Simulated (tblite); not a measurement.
Species: C2H6O2P (charge -1).
SMILES: `CP(C)(=O)[O-]`

Computed values, GFN2-xTB/tblite, gas phase, harmonic and unscaled. The method is semi-empirical: single wavenumbers can be off by several per cent or more.

Harmonic wavenumbers (cm⁻¹): 146.0, 176.7, 235.1, 249.8, 298.5, 384.9, 445.6, 661.7, 674.4, 761.4, 772.2, 825.0, 836.7, 1090.0, 1236.4, 1292.8, 1304.2, 1460.3, 1465.5, 1472.4, 1482.1, 2995.0, 2997.0, 3004.7, 3012.0, 3012.9, 3018.6.

A = 4142, B = 4102, C = 3787 MHz; mass 93.011 u (most abundant isotopes); point group C2v, symmetry number 2.

Problem. What is the zero-point energy?

Solution. ½Σν̃ = 17656 cm⁻¹ = 211.21 kJ/mol.

Problem. Give the ideal-gas entropy at 298.15 K and 1 bar in the rigid-rotor, harmonic-oscillator model (classical rotation).

Solution. Translation 165.39, rotation 103.09, vibration 57.13: S = 325.6 J/(mol K).

Problem. And Cp and H(298.15 K) − H(0)?

Solution. Cp = 105.98 J/(mol K), of which vibrations give 72.72 (their classical limit is 27 R = 224.5); H(298.15 K) − H(0) = 20.19 kJ/mol without the zero-point energy, 10.27 from vibrations.

Problem. Which modes carry the vibrational entropy at 298.15 K?

Solution. 146.0 cm⁻¹: 11.40; 176.7 cm⁻¹: 9.89; 235.1 cm⁻¹: 7.70; 249.8 cm⁻¹: 7.25; 298.5 cm⁻¹: 5.96; 384.9 cm⁻¹: 4.27 J/(mol K); the other 21 give 10.67 together.

Problem. How do the functions run with temperature in this model?

Solution. 
```json
{"T (K)": "100", "S (J/(mol K))": "241.4", "Cp (J/(mol K))": "54.5", "H − H(0) (kJ/mol)": "4.01", "G − H(0) (kJ/mol)": "-20.13", "ln q(vib)": "0.29"}
{"T (K)": "200", "S (J/(mol K))": "288.2", "Cp (J/(mol K))": "82.4", "H − H(0) (kJ/mol)": "10.92", "G − H(0) (kJ/mol)": "-46.72", "ln q(vib)": "1.41"}
{"T (K)": "300", "S (J/(mol K))": "326.3", "Cp (J/(mol K))": "106.4", "H − H(0) (kJ/mol)": "20.38", "G − H(0) (kJ/mol)": "-77.50", "ln q(vib)": "2.75"}
{"T (K)": "500", "S (J/(mol K))": "390.2", "Cp (J/(mol K))": "144.7", "H − H(0) (kJ/mol)": "45.73", "G − H(0) (kJ/mol)": "-149.35", "ln q(vib)": "5.57"}
{"T (K)": "800", "S (J/(mol K))": "466.8", "Cp (J/(mol K))": "181.2", "H − H(0) (kJ/mol)": "95.08", "G − H(0) (kJ/mol)": "-278.37", "ln q(vib)": "9.61"}
{"T (K)": "1000", "S (J/(mol K))": "509.1", "Cp (J/(mol K))": "197.5", "H − H(0) (kJ/mol)": "133.02", "G − H(0) (kJ/mol)": "-376.05", "ln q(vib)": "12.10"}
```

q(vib) and H(0) count from the zero-point level.

Problem. Blend soft modes into free rotors: weight 1/[1 + (100 cm⁻¹/ν̃)⁴] for the oscillator and the rest for a rotor with moment μB/(μ + B), μ = h/(8π²ν), B = 10⁻⁴⁴ kg m². What vibrational entropy results?

Solution. 57.00 J/(mol K) in place of 57.13, which changes −T·S at 298.15 K by +0.04 kJ/mol.

Hindered rotation and anharmonicity are outside this model.
